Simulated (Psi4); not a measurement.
Psi4 input (wB97X-D/6-31G*):

```
memory 1500 MB

molecule {
0 2
C    -0.18331015    0.82218101   -0.00200557
C     0.95939345    1.42913572   -0.00491648
Cl   -0.32505073   -0.94519596    0.00290529
H    -1.15024766    1.30588412   -0.00222400
H     2.01961031    1.25454689   -0.00563361
symmetry c1
no_reorient
no_com
}

set {
  basis 6-31G*
  reference uks
  scf_type pk
  dft_radial_points 99
  dft_spherical_points 590
  e_convergence 1e-8
  d_convergence 1e-7
  maxiter 150
}

e = energy('wb97x-d')
print_out(f'\nFINAL {e:.10f} DIPOLE {variable("CURRENT DIPOLE")[0]:.6f} {variable("CURRENT DIPOLE")[1]:.6f} {variable("CURRENT DIPOLE")[2]:.6f}\n')
```

Output:

```
   => Loading Basis Set <=

    Name: 6-31G*
    Role: ORBITAL
    Keyword: BASIS
    atoms 1-2 entry C          line   111 file 6-31gs.gbs
    atoms 3   entry CL         line   340 file 6-31gs.gbs
    atoms 4-5 entry H          line    44 file 6-31gs.gbs

   => WB97X-D: Empirical Dispersion <=

    Chai and Head-Gordon Dispersion Correction
    Chai, J.-D.; Head-Gordon, M. (2010), J. Chem. Phys., 132: 6615-6620

        s6 =       1.000000

         ---------------------------------------------------------
                                   SCF
               by Justin Turney, Rob Parrish, Andy Simmonett
                          and Daniel G. A. Smith
                              UKS Reference
         ---------------------------------------------------------

  ==> Geometry <==

    Molecular point group: c1
    Full point group: C1

    Geometry (in Angstrom), charge = 0, multiplicity = 2:

       Center              X                  Y                   Z               Mass
    ------------   -----------------  -----------------  -----------------  -----------------
         C           -0.183310150000     0.822181010000    -0.002005570000    12.000000000000
         C            0.959393450000     1.429135720000    -0.004916480000    12.000000000000
         CL          -0.325050730000    -0.945195960000     0.002905290000    34.968852682000
         H           -1.150247660000     1.305884120000    -0.002224000000     1.007825032230
         H            2.019610310000     1.254546890000    -0.005633610000     1.007825032230

  Running in c1 symmetry.

  Rotational constants: A =      1.94856  B =      0.21311  C =      0.19210 [cm^-1]
  Rotational constants: A =  58416.29690  B =   6388.83095  C =   5758.98633 [MHz]
  Nuclear repulsion =   80.685988098523808

  Charge       = 0
  Multiplicity = 2
  Electrons    = 31
  Nalpha       = 16
  Nbeta        = 15

  ==> Algorithm <==

  SCF Algorithm Type is PK.
  DIIS enabled.
  MOM disabled.
  Fractional occupation disabled.
  Guess Type is SAD.
  Energy threshold   = 1.00e-08
  Density threshold  = 1.00e-07
  Integral threshold = 1.00e-12

  ==> Primary Basis <==

  Basis Set: 6-31G*
    Blend: 6-31G*
    Number of shells: 24
    Number of basis functions: 53
    Number of Cartesian functions: 53
    Spherical Harmonics?: false
    Max angular momentum: 2

  ==> DFT Potential <==

   => LibXC <=

    Version 7.1.2
    S. Lehtola, C. Steigemann, M. J. T. Oliveira, and M. A. L. Marques,  SoftwareX 7, 1–5 (2018) (10.1016/j.softx.2017.11.002)

   => Composite Functional: WB97X-D <=

    wB97X-D Hyb-GGA Exchange-Correlation Functional

    J.-D. Chai and M. Head-Gordon,  Phys. Chem. Chem. Phys. 10, 6615–6620 (2008) (10.1039/B810189B)

    Deriv               =              1
    GGA                 =           TRUE
    Meta                =          FALSE

    Exchange Hybrid     =           TRUE
    MP2 Hybrid          =          FALSE

   => Exchange-Correlation Functionals <=

    1.0000   wB97X-D range-separated functional

   => Exact (HF) Exchange <=

    0.7780            HF,LR [omega = 0.2000]
    0.2220               HF

   => LibXC Density Thresholds  <==

    XC_HYB_GGA_XC_WB97X_D:  1.00E-14

   => Molecular Quadrature <=

    Radial Scheme          =       TREUTLER
    Pruning Scheme         =           NONE
    Nuclear Scheme         =       TREUTLER

    Blocking Scheme        =         OCTREE
    BS radius alpha        =              1
    Pruning alpha          =              1
    Radial Points          =             99
    Spherical Points       =            590
    Total Points           =         274221
    Total Blocks           =           2048
    Max Points             =            256
    Max Functions          =             52
    Weights Tolerance      =       1.00E-15

  ==> Integral Setup <==

  Using in-core PK algorithm.
   Calculation information:
      Number of atoms:                   5
      Number of AO shells:              24
      Number of primitives:             65
      Number of atomic orbitals:        53
      Number of basis functions:        53

      Integral cutoff                 1.00e-12
      Number of threads:                 1

  Performing in-core PK
  Using 3073788 doubles for integral storage.
  We computed 43644 shell quartets total.
  Whereas there are 45150 unique shell quartets.

  Computing range-separated integrals for PK
  We computed 43644 wK shell quartets total.
  Whereas there are 45150 wK unique shell quartets.

  ==> DiskJK: Disk-Based J/K Matrices <==

    J tasked:                  Yes
    K tasked:                  Yes
    wK tasked:                 Yes
    Omega:               2.000E-01
    Schwarz Cutoff:          1E-12


  Cached 100.0% of DFT collocation blocks in 0.370 [GiB].

  Minimum eigenvalue in the overlap matrix is 5.6645730468E-03.
  Reciprocal condition number of the overlap matrix is 9.4042257280E-04.
    Using symmetric orthogonalization.

  ==> Pre-Iterations <==

  SCF Guess: Superposition of Atomic Densities via on-the-fly atomic UHF (no occupation information).

   -------------------------
    Irrep   Nso     Nmo
   -------------------------
     A         53      53
   -------------------------
    Total      53      53
   -------------------------

  ==> Iterations <==

                        Total Energy        Delta E     RMS |[F,P]|

   @UKS iter SAD:  -536.91017443208762   -5.36910e+02   0.00000e+00
   @UKS iter   1:  -537.39468129879367   -4.84507e-01   5.59489e-03 ADIIS/DIIS
   @UKS iter   2:  -537.43185789240522   -3.71766e-02   3.30001e-03 ADIIS/DIIS
   @UKS iter   3:  -537.44755607624427   -1.56982e-02   7.07867e-04 ADIIS/DIIS
   @UKS iter   4:  -537.44861952699227   -1.06345e-03   3.00316e-04 ADIIS/DIIS
   @UKS iter   5:  -537.44894648056834   -3.26954e-04   1.52647e-04 ADIIS/DIIS
   @UKS iter   6:  -537.44903298080180   -8.65002e-05   7.24801e-05 DIIS
   @UKS iter   7:  -537.44909440937784   -6.14286e-05   3.92180e-05 DIIS
   @UKS iter   8:  -537.44911854307429   -2.41337e-05   1.96895e-05 DIIS
   @UKS iter   9:  -537.44912510937661   -6.56630e-06   6.26463e-06 DIIS
   @UKS iter  10:  -537.44912559567661   -4.86300e-07   1.88548e-06 DIIS
   @UKS iter  11:  -537.44912562446984   -2.87932e-08   3.67136e-07 DIIS
   @UKS iter  12:  -537.44912562523916   -7.69319e-10   1.04404e-07 DIIS
   @UKS iter  13:  -537.44912562528896   -4.97948e-11   3.65991e-08 DIIS
  Energy and wave function converged.

  ==> Post-Iterations <==

   Electrons on quadrature grid:
      Nalpha   =   16.0000000409 ; deviation = 4.087e-08
      Nbeta    =   15.0000000473 ; deviation = 4.733e-08
      Ntotal   =   31.0000000882 ; deviation = 8.820e-08

   @Spin Contamination Metric:   1.587145893E-02
   @S^2 Expected:                7.500000000E-01
   @S^2 Observed:                7.658714589E-01
   @S   Expected:                5.000000000E-01
   @S   Observed:                5.000000000E-01

    Orbital Energies [Eh]
    ---------------------

    Alpha Occupied:

       1A   -101.719015     2A    -10.370914     3A    -10.345371
       4A     -9.590857     5A     -7.340656     6A     -7.329454
       7A     -7.329392     8A     -0.973272     9A     -0.857598
      10A     -0.684422    11A     -0.570735    12A     -0.545497
      13A     -0.453296    14A     -0.400813    15A     -0.356797
      16A     -0.342228

    Alpha Virtual:

      17A      0.072936    18A      0.120549    19A      0.191930
      20A      0.259218    21A      0.388981    22A      0.465559
      23A      0.505226    24A      0.532982    25A      0.535391
      26A      0.593674    27A      0.623776    28A      0.638925
      29A      0.666596    30A      0.706397    31A      0.878755
      32A      0.945100    33A      0.949648    34A      0.955509
      35A      0.962402    36A      0.972368    37A      1.039604
      38A      1.144973    39A      1.156929    40A      1.274868
      41A      1.518507    42A      1.620127    43A      1.738545
      44A      1.937190    45A      1.959281    46A      2.179750
      47A      2.227527    48A      2.458902    49A      2.721927
      50A      2.855383    51A      4.122412    52A      4.229954
      53A      4.409237

    Beta Occupied:

       1A   -101.718026     2A    -10.372595     3A    -10.332754
       4A     -9.589786     5A     -7.337493     6A     -7.328936
       7A     -7.328480     8A     -0.966350     9A     -0.833885
      10A     -0.667992    11A     -0.559697    12A     -0.524554
      13A     -0.452081    14A     -0.397042    15A     -0.345346

    Beta Virtual:

      16A     -0.032827    17A      0.086505    18A      0.132677
      19A      0.201470    20A      0.264155    21A      0.401565
      22A      0.470201    23A      0.509643    24A      0.535103
      25A      0.537128    26A      0.605587    27A      0.628989
      28A      0.671914    29A      0.698003    30A      0.713709
      31A      0.883605    32A      0.947926    33A      0.953849
      34A      0.959447    35A      0.963780    36A      0.982437
      37A      1.051130    38A      1.151157    39A      1.163836
      40A      1.282317    41A      1.533240    42A      1.654801
      43A      1.805235    44A      1.969578    45A      1.986576
      46A      2.193975    47A      2.235208    48A      2.473170
      49A      2.752663    50A      2.873882    51A      4.141455
      52A      4.264215    53A      4.412253

    Final Occupation by Irrep:
              A
    DOCC [    15 ]
    SOCC [     1 ]
    NA   [    16 ]
    NB   [    15 ]

  @UKS Final Energy:  -537.44912562528896

   => Energetics <=

    Nuclear Repulsion Energy =             80.6859880985238078
    One-Electron Energy =                -898.7402125895407607
    Two-Electron Energy =                 309.1410099711200701
    DFT Exchange-Correlation Energy =     -28.5353479282936640
    Empirical Dispersion Energy =          -0.0005631770984798
    VV10 Nonlocal Energy =                  0.0000000000000000
    Total Energy =                       -537.4491256252889571

  UHF NO Occupations:
  HONO-2 :   14  A 1.9986597
  HONO-1 :   15  A 1.9940227
  HONO-0 :   16  A 1.0000000
  LUNO+0 :   17  A 0.0059773
  LUNO+1 :   18  A 0.0013403
  LUNO+2 :   19  A 0.0003865
  LUNO+3 :   20  A 0.0001797

Computation Completed

Properties will be evaluated at   0.000000,   0.000000,   0.000000 [a0]

Properties computed using the SCF density matrix

 Multipole Moments:

 ------------------------------------------------------------------------------------
     Multipole            Electronic (a.u.)      Nuclear  (a.u.)        Total (a.u.)
 ------------------------------------------------------------------------------------

 L = 1.  Multiply by 2.5417464519 to convert [e a0] to [Debye]
 Dipole X            :          0.1822698            0.0000001            0.1822699
 Dipole Y            :          0.4696179            0.0000001            0.4696181
 Dipole Z            :         -0.0014668            0.0000000           -0.0014667
 Magnitude           :                                                    0.5037515

 ------------------------------------------------------------------------------------

FINAL -537.4491256253 DIPOLE 0.182270 0.469618 -0.001467

*** Psi4 exiting successfully. Buy a developer a beer!
```

The geometry given is a B3LYP-D3(BJ)/def2-TZVP minimum.
